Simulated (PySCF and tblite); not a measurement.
Values are calculated unless marked as measured or tabulated.
C₅H₈O, numbered as in [CH2:1]=[CH:2][C:3](=[O:4])[CH2:5][CH3:6].

The ensemble was built from 90 distance-geometry starts (ETKDG and KDG, MMFF94s, GFN2-xTB) and rests on PBE0-D3(BJ)/def2-SVP geometries. Free energies are B3LYP-D3(BJ)/def2-TZVP (IEF-PCM, chloroform) single points with GFN2-xTB rigid-rotor and vibrational terms (modes under about 100 cm⁻¹ blended into free rotors). Symmetry numbers and mirror images are counted. Conformers within 3 kcal/mol (GFN2-xTB free energy) were kept, 8 at most. Couplings: B3LYP/pcJ-1 (gas phase; spin-dipole term only for pairs with B, N, F, Si or P). Couplings are for ¹³C, ¹H, ¹⁷O. Of two unlike H on one atom, a is the less shielded (PBE0/pcSseg-1 (IEF-PCM, chloroform)). Programs: PySCF with density fitting and tblite.

Torsions listed: C1–C2–C3–O4, O4–C3–C5–C6. Of a mirror pair one member is shown.

```csv
conformer,shape,weight %
1,"180°, 0°",47.3
2,"0°, -1°",36.9
3,"-176°, -97°",15.7
```

Q: Give the couplings in each conformer and the averages at 298.15 K (pairs that fast motion interchanges averaged).

A: 
```tsv
coupling	pairs	1	2	3	average (Hz)
¹J(C1,C2)	1	71.5	75.3	71.4	72.9
³J(C1,O4)	1	-3.7	-3.2	-3.9	-3.5
¹J(C1,H1a)	1	165.2	172.0	165.2	167.7
¹J(C1,H1b)	1	170.7	169.8	170.7	170.4
²J(C1,H2)	1	0.4	0.0	0.5	0.3
⁴J(C1,H5)	2	0.8	0.3	1.0	0.7
¹J(C2,C3)	1	54.9	54.4	53.5	54.5
²J(C2,O4)	1	-5.6	-2.4	-5.5	-4.4
²J(H1a,C2)	1	-2.1	-3.7	-2.1	-2.7
²J(H1b,C2)	1	-1.1	0.3	-1.0	-0.6
¹J(C2,H2)	1	168.6	163.8	168.3	166.8
³J(C2,H5)	2	-0.7	0.1	1.5	-0.1
¹J(C3,O4)	1	33.8	34.0	34.2	33.9
¹J(C3,C5)	1	43.1	43.8	44.3	43.6
³J(H1a,C3)	1	7.0	7.2	7.1	7.1
³J(H1b,C3)	1	13.3	11.4	13.3	12.6
²J(H2,C3)	1	0.9	8.0	0.8	3.5
²J(C3,H5)	2	-5.4	-5.4	-5.1	-5.3
³J(C3,H6)	3	5.0	5.0	5.5	5.1
²J(O4,C5)	1	-0.8	-0.6	-1.7	-0.9
³J(O4,C6)	1	-1.9	-1.7	-0.6	-1.6
³J(H2,O4)	1	-1.5	-1.6	-1.5	-1.6
³J(O4,H5)	2	-1.6	-1.8	-2.1	-1.7
¹J(C5,C6)	1	40.4	40.3	33.9	39.3
³J(H2,C5)	1	3.0	0.2	3.0	1.9
¹J(C5,H5)	2	128.7	128.1	134.7	129.4
²J(C5,H6)	3	-3.7	-3.8	-3.3	-3.7
⁴J(H2,C6)	1	0.8	0.5	-0.3	0.5
²J(H5,C6)	2	-3.4	-3.0	-4.9	-3.5
¹J(C6,H6)	3	134.8	134.6	135.1	134.8
²J(H1a,H1b)	1	0.8	3.0	1.0	1.7
³J(H1a,H2)	1	20.1	18.2	20.0	19.4
³J(H1b,H2)	1	12.6	11.0	12.5	12.0
²J(H5,H5)	1	-21.3	-22.4	-12.5	-20.3
³J(H5,H6)	6	8.1	7.9	9.0	8.2
²J(H6,H6)	3	-14.1	-14.2	-14.2	-14.1
```

Only couplings over up to 4 bonds are listed; longer-range ones, if any, are left out.
